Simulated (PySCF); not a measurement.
# C₂⁻: from constants to spectrum

UHF-CCSD(T) constants of C₂⁻, ²Σg⁺ (doublet), unpaired electrons σ ↑ (basis C def2-SVPD; no relativity; PySCF 2.14; masses 12.0000 and 12.0000 u):

| Property | Result |
| --- | --- |
| ωe | 1815.4 cm⁻¹ |
| ωexe | 11.5 cm⁻¹ |
| Be | 1.7084 cm⁻¹ |
| αe | 0.0154 cm⁻¹ |
| D (centrifugal) | 6.05e-06 cm⁻¹ |

**Question.** Give the vibrational terms G(v) and spacings up to v = 6.

**Answer.** G(v) = ωe(v+½) − ωexe(v+½)².

| v | G(v) (cm⁻¹) | G(v) − G(v−1) | Bv (cm⁻¹) |
| --- | --- | --- | --- |
| 0 | 905 |  | 1.701 |
| 1 | 2697 | 1792 | 1.685 |
| 2 | 4467 | 1769 | 1.670 |
| 3 | 6213 | 1746 | 1.654 |
| 4 | 7936 | 1723 | 1.639 |
| 5 | 9637 | 1700 | 1.624 |
| 6 | 11314 | 1677 | 1.608 |

Correlated steps freeze 2 core orbitals. The state was picked by a PBE0 search and need not be the measured ground state.
